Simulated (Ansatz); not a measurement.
## Other spins and charges of HOS, doublet at one geometry

Geometry (PBE0/def2-TZVP stationary point for this spin, not checked as a minimum):

```xyz
3

O     0.0000   -0.1031    1.0504
S     0.0000    0.0268   -0.5692
H     0.0000    0.7833    1.4331
```

Basis cc-pVDZ; Ansatz 0.2.0. Correlated methods freeze the noble-gas cores. Prefix R: restricted or restricted open-shell reference; prefix U: unrestricted. Active spaces: valence = (13e, 9o) chosen from the atoms' valence shells.

Gaps are energies of the second state less the first, at fixed atoms, for a selection of the levels run; each method lands on the state that its own search finds for that charge and spin.

For open shells CISD is restricted-active-space CI with the open shells as a complete middle space.

Removing an electron, to the singlet: 9.662 eV at RCCSDTQ.

```
                   level  gap (eV)  error (meV)
                    RMP2     9.850          188
                    CISD     9.980          318
                   RCCSD     9.865          203
                RCCSD(T)     9.701           39
                  RCCSDT     9.687           25
               RCCSDT(Q)     9.653           -9
  CASSCF (valence space)     8.584        -1078
  NEVPT2 (valence space)     9.700           38
  MRCISD (valence space)     9.581          -81
MRCISD+Q (valence space)     9.710           48
```

Removing an electron, to the triplet: 9.064 eV at RCCSDTQ.

```tsv
level	gap (eV)	error (meV)
RHF	8.786	-278
UHF	8.714	-350
RMP2	9.101	37
UMP2	9.109	45
CISD	9.046	-18
RCCSD	9.108	44
UCCSD	9.107	43
RCCSD(T)	9.072	8
UCCSD(T)	9.073	9
BCCD(T)	9.073	9
RCCSDT	9.066	2
UCCSDT	9.066	2
RCCSDT(Q)	9.065	1
UCCSDT(Q)	9.061	-3
CASSCF (valence space)	8.462	-602
NEVPT2 (valence space)	8.881	-183
MRCISD (valence space)	8.971	-93
MRCISD+Q (valence space)	9.044	-20
PBE	9.377	313
r2SCAN	9.459	395
PBE0	9.528	464
B3LYP	9.549	485
wB97M-V	9.556	492
B2PLYP	9.337	273
RPA-PBE	9.232	168
```

Quartet less doublet: 3.819 eV at RCCSDTQ.

| level | gap (eV) | error (meV) |
| --- | --- | --- |
| RHF | 3.656 | -163 |
| UHF | 3.617 | -202 |
| RMP2 | 3.791 | -28 |
| UMP2 | 3.807 | -12 |
| CISD | 3.773 | -46 |
| RCCSD | 3.833 | 14 |
| UCCSD | 3.829 | 10 |
| RCCSD(T) | 3.821 | 2 |
| UCCSD(T) | 3.822 | 3 |
| BCCD(T) | 3.821 | 2 |
| RCCSDT | 3.819 | 0 |
| UCCSDT | 3.819 | 0 |
| RCCSDT(Q) | 3.819 | 0 |
| UCCSDT(Q) | 3.818 | -1 |
| CASSCF (valence space) | 4.438 | 619 |
| NEVPT2 (valence space) | 3.766 | -53 |
| MRCISD (valence space) | 3.950 | 131 |
| MRCISD+Q (valence space) | 3.874 | 55 |
| PBE | 3.657 | -162 |
| r2SCAN | 3.635 | -184 |
| PBE0 | 3.749 | -70 |
| B3LYP | 3.806 | -13 |
| wB97M-V | 4.010 | 191 |
| B2PLYP | 3.826 | 7 |
| RPA-PBE | 3.902 | 83 |

In so small a basis the reference is far from its limit while semilocal and hybrid functionals are nearer theirs (RPA and double hybrids share much of the reference's basis error), so the functionals' errors here hold much of the reference's basis and frozen-core error, which can add to them or hide them.

Full CI isn't at hand for all of this; RCCSDTQ serves as the reference, and is uncertain by about the last step of the cluster series. The frozen core follows each run's orbitals, which can shift R against U totals by a few meV.
